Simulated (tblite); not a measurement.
A geometry optimisation, step by step.

Compound: C4H7FP (charge +1).
Bonds: F1–C2, C2–C3 (double), C3–C4, C4–P5, P5–C6, C2–C6. Hydrogens: H7 on C3; H8, H9 on C4; H10, H11 on P5; H12, H13 on C6.
Bond orders are those of one Lewis drawing.

Computed with GFN2-xTB (tblite), gas phase: L-BFGS steps from a force-field or distance-geometry start until the largest atomic force falls under 0.01 eV/Å. 12 of its 60 geometries are shown.

Step 0: E = -514.2245 eV, largest atomic force 3.906 eV/Å
```
atom  x, y, z in Å  |  force x, y, z in eV/Å
F1     -0.546   -2.635    0.331    0.204   2.328  -0.565
C2     -0.217   -1.287    0.094   -0.874  -3.754   0.632
C3      0.991   -0.862    0.292    2.459  -0.733   0.935
C4      1.223    0.574    0.009   -0.052   0.743   0.358
P5     -0.475    1.241    0.099    0.418   0.280  -0.758
C6     -1.232   -0.346   -0.366   -1.743   1.184   0.161
H7      1.818   -1.512    0.637   -0.638   0.504  -0.326
H8      1.555    0.665   -1.024    0.421   0.306  -0.071
H9      1.900    1.059    0.729    0.039  -0.128  -0.411
H10    -0.667    2.213   -0.896   -0.118  -0.201   0.660
H11    -0.798    1.652    1.375   -0.085   0.117  -0.119
H12    -2.205   -0.453    0.160    0.251  -0.256  -0.557
H13    -1.352   -0.308   -1.457   -0.281  -0.390   0.060
```

Step 5: E = -514.5794 eV, largest atomic force 0.374 eV/Å
```
atom  x, y, z in Å  |  force x, y, z in eV/Å
F1     -0.595   -2.572    0.291   -0.083   0.060  -0.053
C2     -0.208   -1.321    0.117   -0.035  -0.160   0.112
C3      1.025   -0.884    0.328   -0.015  -0.063  -0.107
C4      1.232    0.573    0.013    0.260   0.160   0.033
P5     -0.450    1.233    0.076   -0.059  -0.032  -0.025
C6     -1.257   -0.324   -0.343   -0.341  -0.100  -0.116
H7      1.843   -1.512    0.634   -0.012   0.023  -0.014
H8      1.612    0.707   -1.007    0.144  -0.037  -0.022
H9      1.925    1.064    0.696    0.067   0.040   0.072
H10    -0.689    2.222   -0.835   -0.068   0.189  -0.045
H11    -0.803    1.667    1.326   -0.030   0.075   0.105
H12    -2.242   -0.486    0.118    0.189  -0.008  -0.004
H13    -1.398   -0.366   -1.434   -0.017  -0.148   0.064
```

Step 11: E = -514.5996 eV, largest atomic force 0.129 eV/Å
```
atom  x, y, z in Å  |  force x, y, z in eV/Å
F1     -0.618   -2.569    0.282    0.056   0.071   0.007
C2     -0.214   -1.321    0.123    0.006   0.001  -0.041
C3      1.023   -0.882    0.311   -0.001  -0.005   0.053
C4      1.250    0.582    0.014    0.012   0.004  -0.001
P5     -0.451    1.236    0.064    0.008  -0.035  -0.036
C6     -1.267   -0.330   -0.349   -0.088   0.020  -0.017
H7      1.840   -1.508    0.625    0.004  -0.011  -0.034
H8      1.659    0.706   -0.999    0.028   0.022   0.060
H9      1.939    1.070    0.712   -0.110  -0.066  -0.017
H10    -0.707    2.254   -0.824   -0.009   0.005   0.008
H11    -0.804    1.675    1.323    0.025  -0.040  -0.066
H12    -2.238   -0.496    0.134    0.093   0.046  -0.004
H13    -1.415   -0.416   -1.436   -0.025  -0.011   0.087
```

Step 16: E = -514.6059 eV, largest atomic force 0.115 eV/Å
```
atom  x, y, z in Å  |  force x, y, z in eV/Å
F1     -0.613   -2.560    0.283   -0.024  -0.084   0.003
C2     -0.214   -1.314    0.116    0.011  -0.006   0.028
C3      1.022   -0.879    0.310    0.036   0.012  -0.052
C4      1.251    0.582    0.012   -0.018  -0.001   0.002
P5     -0.450    1.235    0.043    0.041   0.041   0.001
C6     -1.272   -0.329   -0.352    0.077  -0.005   0.029
H7      1.839   -1.512    0.610    0.016  -0.011   0.003
H8      1.695    0.710   -0.983    0.014   0.022  -0.007
H9      1.915    1.060    0.733    0.000   0.048   0.063
H10    -0.717    2.271   -0.822    0.016  -0.033  -0.041
H11    -0.797    1.663    1.304    0.002  -0.022  -0.008
H12    -2.224   -0.484    0.156   -0.103   0.011   0.049
H13    -1.437   -0.442   -1.428   -0.068   0.027  -0.070
```

Step 21: E = -514.6098 eV, largest atomic force 0.068 eV/Å
```
atom  x, y, z in Å  |  force x, y, z in eV/Å
F1     -0.609   -2.567    0.283    0.014   0.046  -0.018
C2     -0.213   -1.318    0.115   -0.013   0.003  -0.034
C3      1.026   -0.881    0.298   -0.031  -0.019   0.007
C4      1.255    0.584    0.014    0.019  -0.009   0.013
P5     -0.444    1.235    0.028   -0.050  -0.046   0.001
C6     -1.275   -0.330   -0.349   -0.048  -0.014  -0.002
H7      1.843   -1.515    0.599   -0.005   0.015  -0.020
H8      1.719    0.722   -0.970    0.025   0.024   0.021
H9      1.895    1.064    0.760    0.014  -0.007  -0.008
H10    -0.716    2.268   -0.837    0.024  -0.032  -0.029
H11    -0.791    1.651    1.292   -0.008   0.040   0.017
H12    -2.227   -0.469    0.176    0.054  -0.001  -0.011
H13    -1.468   -0.445   -1.425    0.006   0.001   0.064
```

Step 27: E = -514.6132 eV, largest atomic force 0.093 eV/Å
```
atom  x, y, z in Å  |  force x, y, z in eV/Å
F1     -0.605   -2.566    0.270    0.001  -0.046  -0.024
C2     -0.213   -1.317    0.102    0.000  -0.011   0.027
C3      1.025   -0.881    0.286    0.026  -0.004  -0.028
C4      1.258    0.587    0.021   -0.009   0.013   0.018
P5     -0.447    1.229    0.021    0.069   0.062   0.003
C6     -1.284   -0.334   -0.342    0.018   0.048   0.019
H7      1.844   -1.516    0.575    0.009  -0.020  -0.005
H8      1.755    0.746   -0.944   -0.056  -0.016   0.013
H9      1.881    1.059    0.786   -0.015  -0.019   0.023
H10    -0.701    2.242   -0.871   -0.014   0.009  -0.002
H11    -0.792    1.665    1.281   -0.014   0.035  -0.056
H12    -2.222   -0.464    0.206   -0.010  -0.045   0.018
H13    -1.503   -0.451   -1.410   -0.005  -0.006  -0.005
```

Step 32: E = -514.6197 eV, largest atomic force 0.144 eV/Å
```
atom  x, y, z in Å  |  force x, y, z in eV/Å
F1     -0.593   -2.578    0.216    0.005   0.044  -0.012
C2     -0.210   -1.319    0.090    0.029  -0.034  -0.071
C3      1.031   -0.887    0.261   -0.016  -0.033   0.000
C4      1.259    0.591    0.050    0.017  -0.050   0.025
P5     -0.441    1.240    0.010   -0.114  -0.079  -0.039
C6     -1.294   -0.328   -0.312    0.009  -0.105   0.023
H7      1.853   -1.533    0.519    0.001   0.017  -0.009
H8      1.781    0.786   -0.895    0.000  -0.026   0.018
H9      1.856    1.030    0.855    0.001   0.021  -0.006
H10    -0.673    2.194   -0.949   -0.010   0.059   0.020
H11    -0.810    1.743    1.235   -0.015   0.062  -0.020
H12    -2.206   -0.486    0.275    0.057   0.094  -0.029
H13    -1.559   -0.454   -1.372    0.037   0.031   0.101
```

Step 38: E = -514.6278 eV, largest atomic force 0.074 eV/Å
```
atom  x, y, z in Å  |  force x, y, z in eV/Å
F1     -0.569   -2.599    0.121    0.018  -0.008  -0.045
C2     -0.195   -1.334    0.043   -0.047   0.009   0.057
C3      1.044   -0.900    0.212   -0.034  -0.028   0.005
C4      1.256    0.589    0.102    0.005  -0.026  -0.007
P5     -0.444    1.244   -0.029    0.027   0.002   0.020
C6     -1.303   -0.339   -0.257   -0.015   0.042  -0.018
H7      1.873   -1.557    0.411    0.029   0.039   0.001
H8      1.851    0.844   -0.782    0.011  -0.010  -0.024
H9      1.785    0.984    0.975   -0.016   0.021   0.002
H10    -0.633    2.130   -1.065    0.005  -0.038   0.023
H11    -0.841    1.879    1.124   -0.016  -0.003  -0.008
H12    -2.162   -0.476    0.409    0.037   0.011   0.015
H13    -1.667   -0.466   -1.283   -0.004  -0.012  -0.020
```

Step 43: E = -514.6292 eV, largest atomic force 0.033 eV/Å
```
atom  x, y, z in Å  |  force x, y, z in eV/Å
F1     -0.563   -2.605    0.092   -0.015   0.003  -0.023
C2     -0.197   -1.337    0.040    0.008  -0.001  -0.007
C3      1.043   -0.904    0.204    0.016   0.025   0.008
C4      1.256    0.586    0.113    0.002   0.027   0.003
P5     -0.442    1.244   -0.034    0.013   0.014   0.001
C6     -1.306   -0.338   -0.247   -0.001   0.001   0.007
H7      1.881   -1.555    0.388   -0.005   0.006   0.006
H8      1.865    0.854   -0.759   -0.016  -0.026   0.013
H9      1.768    0.977    0.999   -0.002  -0.006  -0.011
H10    -0.622    2.107   -1.087    0.003  -0.011  -0.005
H11    -0.851    1.909    1.100    0.003  -0.028  -0.010
H12    -2.148   -0.470    0.441   -0.004   0.003   0.002
H13    -1.689   -0.468   -1.266   -0.002  -0.006   0.017
```

Step 48: E = -514.6300 eV, largest atomic force 0.023 eV/Å
```
atom  x, y, z in Å  |  force x, y, z in eV/Å
F1     -0.555   -2.608    0.035    0.003   0.001  -0.005
C2     -0.192   -1.337    0.022   -0.003   0.009   0.008
C3      1.046   -0.903    0.190   -0.008  -0.013  -0.006
C4      1.256    0.589    0.136   -0.007  -0.012   0.001
P5     -0.439    1.246   -0.049   -0.015  -0.013  -0.011
C6     -1.310   -0.337   -0.221    0.001  -0.001  -0.008
H7      1.889   -1.554    0.346   -0.001  -0.008   0.015
H8      1.891    0.868   -0.712   -0.002   0.014   0.008
H9      1.737    0.959    1.046    0.013   0.011  -0.004
H10    -0.601    2.066   -1.139    0.002   0.008  -0.005
H11    -0.863    1.950    1.052    0.005   0.003   0.006
H12    -2.126   -0.462    0.499    0.020  -0.006   0.010
H13    -1.736   -0.475   -1.221   -0.007   0.007  -0.007
```

Step 54: E = -514.6304 eV, largest atomic force 0.015 eV/Å
```
atom  x, y, z in Å  |  force x, y, z in eV/Å
F1     -0.549   -2.609   -0.001   -0.003  -0.006   0.003
C2     -0.191   -1.338    0.009   -0.001  -0.004  -0.013
C3      1.048   -0.905    0.179   -0.001   0.001   0.002
C4      1.254    0.588    0.150   -0.001   0.011  -0.008
P5     -0.438    1.246   -0.062    0.000   0.009   0.004
C6     -1.314   -0.337   -0.208    0.005   0.006  -0.003
H7      1.891   -1.558    0.325   -0.001  -0.003   0.010
H8      1.906    0.883   -0.678    0.005   0.004  -0.014
H9      1.717    0.950    1.074   -0.006  -0.003   0.008
H10    -0.587    2.043   -1.172    0.005  -0.009   0.010
H11    -0.868    1.976    1.020    0.001   0.003  -0.003
H12    -2.103   -0.460    0.540    0.003  -0.008  -0.005
H13    -1.770   -0.478   -1.195   -0.006   0.000   0.008
```

Step 59: E = -514.6305 eV, largest atomic force 0.008 eV/Å
```
atom  x, y, z in Å  |  force x, y, z in eV/Å
F1     -0.547   -2.611   -0.019    0.000   0.005   0.001
C2     -0.189   -1.339    0.000    0.003   0.002   0.002
C3      1.049   -0.905    0.174    0.004   0.002  -0.007
C4      1.253    0.589    0.157    0.001  -0.001   0.001
P5     -0.437    1.246   -0.066    0.003  -0.003   0.002
C6     -1.314   -0.337   -0.202   -0.004  -0.003   0.000
H7      1.892   -1.559    0.317    0.002   0.005   0.004
H8      1.913    0.892   -0.663   -0.001  -0.006   0.003
H9      1.706    0.944    1.089   -0.003  -0.005  -0.003
H10    -0.578    2.028   -1.187   -0.001   0.002   0.000
H11    -0.871    1.992    1.003   -0.001   0.001  -0.001
H12    -2.091   -0.461    0.560   -0.002  -0.002   0.002
H13    -1.789   -0.478   -1.179   -0.003   0.003  -0.003
```

**Question.** Summarise the path.

**Answer.** The energy falls by 9.36 kcal/mol from step 0 to step 59; nine tenths of that is first reached at step 7. It falls at every step. The largest force goes from 3.906 to 0.008 eV/Å. Among the bonds F1–C2 changes most, from 1.408 to 1.321 Å; the atoms move by 0.361 Å rms after alignment.
